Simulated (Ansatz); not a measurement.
Enthalpy of formation (eV/atom) of solids drawn from the class of alkali halides, at two levels: PBE (PAW; Ansatz, a first-principles code), and LDA in Ansatz (PAW).

| solid | PBE | LDA | shift (eV/atom) |
|---|---|---|---|
| rock-salt NaCl | -1.847 | -1.980 | -0.133 |
| rock-salt LiCl | -1.852 | -2.036 | -0.184 |
| rock-salt KCl | -1.999 | -2.139 | -0.140 |
| rock-salt RbCl | -1.986 | -2.117 | -0.131 |
| rock-salt NaI | -1.280 | -1.272 | +0.008 |
| rock-salt KI | -1.503 | -1.493 | +0.010 |

The shifts run from -0.184 eV/atom to +0.010 eV/atom, with a median of -0.132 eV/atom.

Over all 6 rows LDA is the larger in 2.

Spin–orbit coupling is left out, also for the solids with elements from indium on (rock-salt NaI, rock-salt KI); its size isn't shown.

The solid named is at each level's own relaxed cell; a reference phase can be a single point on another level's cell. Ansatz's density-functional and Hartree–Fock values are scalar-relativistic unless marked +SOC, with PAW data made under PBE.
